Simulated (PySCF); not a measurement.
# C4H4F+ (SMILES FC1=CC[CH+]1): levels of theory compared

We compute a comparison of 5 runs (HF/3-21G, HF/def2-TZVP, B3LYP/6-31G*, PBE/def2-SVPD, CCSD(T)/STO-3G) of C4H4F+. The job is set up through a Python script.

Program for the calculation: PySCF 2.14.0.

## (1) The structure to begin with

C4H4F+ has 9 atoms, charge +1, and is taken as a singlet. SMILES: `FC1=CC[CH+]1`. Geometry: relaxed at GFN2-xTB.

Bond lengths: F1–C2 1.269 Å, C2–C3 1.394 Å, C3–C4 1.495 Å, C2–C5 1.393 Å, C4–C5 1.496 Å, C3–H6 1.082 Å, C4–H7 1.088 Å, C4–H8 1.086 Å, C5–H9 1.082 Å. Some angles: F1–C2–C3 139.4°, F1–C2–C5 139.4°, C3–C2–C5 76.4°, C2–C3–C4 98.3°, C3–C4–C5 70.3°, C2–C5–C4 98.3°, C2–C3–H6 129.9°, C4–C3–H6 128.5°, C3–C4–H7 118.3°, C3–C4–H8 116.1°. A long bond or contact: C3–C5 1.723 Å.

## (2) Energy and gradient at HF/3-21G (run 1)

input.py

```python
from pyscf import gto

mol = gto.M(
    atom='''
F      1.027720     1.567890     1.594400
C      0.471440     0.820500     0.732670
C      0.822930    -0.029300    -0.314570
C     -0.549010    -0.291530    -0.848570
C     -0.622070    -0.036060     0.623450
H      1.726960    -0.603210    -0.469190
H     -0.779860    -1.291180    -1.211590
H     -0.968490     0.479080    -1.488930
H     -1.129630    -0.616200     1.382330
''',
    basis='3-21g',
    verbose=4,
    charge=1,
    max_memory=1860,
)

mf = mol.RHF()
mf.conv_tol = 1e-10
mf.kernel()
if not mf.converged:
    mf = mf.newton().run(mf.mo_coeff, mf.mo_occ)

e_tot = mf.e_tot
print('E = %.10f Eh' % e_tot)
grad = mf.nuc_grad_method().kernel()
mf.analyze()
```

Launch:

```
OMP_NUM_THREADS=1 python input.py
```

Log:

```text
PySCF version 2.14.0

[... 84 lines left out ...]
Two-electron Energy =                  239.438907480743978
[... 12 lines left out ...]
MO #9   energy= -1.13959098707306  occ= 2
[... 10 lines left out ...]
MO #20  energy= -0.109829275791688 occ= 0
[... 10 lines left out ...]
MO #31  energy= 0.668616712747469  occ= 0
[... 10 lines left out ...]
MO #42  energy= 1.06338280442587   occ= 0
[... 10 lines left out ...]
MO #53  energy= 4.14822051778847   occ= 0
[... 66 lines left out ...]
WARN: System has nonzero charge 1; the dipole moment is origin-dependent.
Location of origin: [0. 0. 0.]

Dipole moment(X, Y, Z, Debye):  0.09270, -1.05107,  0.13463
```

Wall time 5.1 s (1 thread of Intel Xeon at 2.50GHz (Skylake/Cascade Lake), shared host); peak memory 0.13 GiB.

## (3) Energy and gradient at HF/def2-TZVP (run 2)

calc.py

```python
import pyscf.grad
from pyscf import gto

system = gto.M(
    atom='''
F    1.027720   1.567890   1.594400
C    0.471440   0.820500   0.732670
C    0.822930  -0.029300  -0.314570
C   -0.549010  -0.291530  -0.848570
C   -0.622070  -0.036060   0.623450
H    1.726960  -0.603210  -0.469190
H   -0.779860  -1.291180  -1.211590
H   -0.968490   0.479080  -1.488930
H   -1.129630  -0.616200   1.382330
''',
    charge=1,
    basis='def2-tzvp',
    max_memory=1860,
    verbose=4,
)

myscf = system.RHF()
myscf.conv_tol = 1e-10
myscf.kernel()
if not myscf.converged:
    myscf = myscf.newton().run(myscf.mo_coeff, myscf.mo_occ)

e_final = myscf.e_tot
print('E(%s) = %.9f' % ('HF', e_final))
grad = myscf.Gradients().kernel()
dip = myscf.dip_moment()
pop, q = myscf.mulliken_pop()
```

Launch:

```
OMP_NUM_THREADS=1 python calc.py
```

Log:

```text
PySCF version 2.14.0

[... 67 lines left out ...]
converged SCF energy = -252.971687309851
[... 13 lines left out ...]
WARN: System has nonzero charge 1; the dipole moment is origin-dependent.
[... 2 lines left out ...]
Dipole moment(X, Y, Z, Debye):  0.12252, -0.68245,  0.18344
[... 189 lines left out ...]
charge of    8H =      0.23839
```

Run time: 2.4 min. Hardware: 1 thread of Intel Xeon at 2.50GHz (Skylake/Cascade Lake), shared host; peak memory 1.1 GiB.

Run 3 isn't shown in full; the table further down has it.

## (4) Energy and forces at PBE/def2-SVPD (run 4)

start.xyz

```xyz
9

F      1.027720     1.567890     1.594400
C      0.471440     0.820500     0.732670
C      0.822930    -0.029300    -0.314570
C     -0.549010    -0.291530    -0.848570
C     -0.622070    -0.036060     0.623450
H      1.726960    -0.603210    -0.469190
H     -0.779860    -1.291180    -1.211590
H     -0.968490     0.479080    -1.488930
H     -1.129630    -0.616200     1.382330
```

run.py

```python
from pyscf import gto, dft

mol = gto.M(
    atom='start.xyz',
    verbose=4,
    max_memory=1860,
    charge=1,
    basis='def2-svpd',
)

mf = dft.RKS(mol, xc='pbe')
mf.grids.level = 5
mf.conv_tol = 1e-10
mf.kernel()
if not mf.converged:
    mf = mf.newton().run(mf.mo_coeff, mf.mo_occ)

e_tot = mf.e_tot
print('Final energy', e_tot)
grad = mf.nuc_grad_method().kernel()
mf.analyze()
```

Launch:

```
OMP_NUM_THREADS=1 python run.py
```

Log:

```text
PySCF version 2.14.0

[... 112 lines left out ...]
MO #10  energy= -0.784711813446823 occ= 2
[... 24 lines left out ...]
MO #35  energy= -0.0037014339088528 occ= 0
[... 24 lines left out ...]
MO #60  energy= 0.288985615711895  occ= 0
[... 24 lines left out ...]
MO #85  energy= 0.782102029493203  occ= 0
[... 24 lines left out ...]
MO #110 energy= 1.76381447315935   occ= 0
[... 24 lines left out ...]
MO #135 energy= 3.80311520403594   occ= 0
[... 148 lines left out ...]
WARN: System has nonzero charge 1; the dipole moment is origin-dependent.
Location of origin: [0. 0. 0.]

Dipole moment(X, Y, Z, Debye):  0.29471, -0.36502,  0.45203
```

It took 1.9 min on 1 thread of Intel Xeon at 2.50GHz (Skylake/Cascade Lake), shared host; peak memory 1.5 GiB.

## (5) A single-point energy at CCSD(T)/STO-3G (run 5)

run.py

```python
from pyscf import gto, cc

mol = gto.M(
    atom='''
F      1.027720     1.567890     1.594400
C      0.471440     0.820500     0.732670
C      0.822930    -0.029300    -0.314570
C     -0.549010    -0.291530    -0.848570
C     -0.622070    -0.036060     0.623450
H      1.726960    -0.603210    -0.469190
H     -0.779860    -1.291180    -1.211590
H     -0.968490     0.479080    -1.488930
H     -1.129630    -0.616200     1.382330
''',
    spin=0,
    charge=1,
    basis='sto-3g',
    max_memory=1860,
    verbose=4,
)

calc0 = mol.RHF()
calc0.conv_tol = 1e-10
calc0.kernel()
if not calc0.converged:
    calc0 = calc0.newton().run(calc0.mo_coeff, calc0.mo_occ)

mycc = cc.CCSD(calc0, frozen=5)
mycc.kernel()
e_t = mycc.ccsd_t()
e_tot = mycc.e_tot + e_t
print(f'total energy: {e_tot:.8f} hartree')
dip = calc0.dip_moment()
pop, q = calc0.mulliken_pop()
```

Launch:

```
OMP_NUM_THREADS=1 python run.py
```

Log:

```text
PySCF version 2.14.0

[... 78 lines left out ...]
Init t2, MP2 energy = -249.901440799806  E_corr(MP2) -0.249853945236266
[... 16 lines left out ...]
total energy: -249.95966869 hartree
[... 4 lines left out ...]
Dipole moment(X, Y, Z, Debye):  0.55001, -0.26017,  0.84399
[... 39 lines left out ...]
charge of    8H =      0.19243
```

Run time: 3.6 s. Hardware: 1 thread of Intel Xeon at 2.50GHz (Skylake/Cascade Lake), shared host; peak memory 0.12 GiB.

## (6) All runs side by side

```
run                               level  integration grid      task  energy (Eh)  HOMO energy (eV)  LUMO energy (eV)  HOMO–LUMO gap (eV)  wall time
  1                            HF/3-21G                 –  gradient  -251.444492            -17.92             -3.09               14.83      5.1 s
  2                        HF/def2-TZVP                 –  gradient  -252.971687            -17.83             -3.00               14.83    2.4 min
  3  B3LYP/6-31G* (spherical functions)                 5  gradient  -254.275473            -14.86             -7.32                7.54       49 s
  4                       PBE/def2-SVPD                 5  gradient  -253.812933            -14.03             -8.50                5.53    1.9 min
  5                      CCSD(T)/STO-3G                 –    energy  -249.959669            -16.78             -0.91               15.87      3.6 s
```

## (7) Summary of results

| quantity | value |
| --- | --- |
| run 5: total energy | -249.95967 Eh |
| run 5: HOMO energy (Hartree–Fock orbitals) | -16.78 eV |
| run 5: LUMO energy (Hartree–Fock orbitals) | -0.91 eV |
| run 5: HOMO–LUMO gap (Hartree–Fock orbitals) | 15.87 eV |
| run 5: correlation energy (5 core orbitals frozen) | -308.1 mEh |
| run 5: (T) correction | -9.79 mEh |
| run 5: T1 diagnostic | 0.013 |

In words: Over runs 1, 2, 3, 4 the HOMO–LUMO gap runs from 5.53 eV (PBE/def2-SVPD) to 14.83 eV (HF/def2-TZVP). The two ends differ in method and basis. Totals of different functionals can't be ranked against each other. In run 5 the basis is minimal, so the values are rough. All runs together took 5.2 min, the longest 2.4 min.
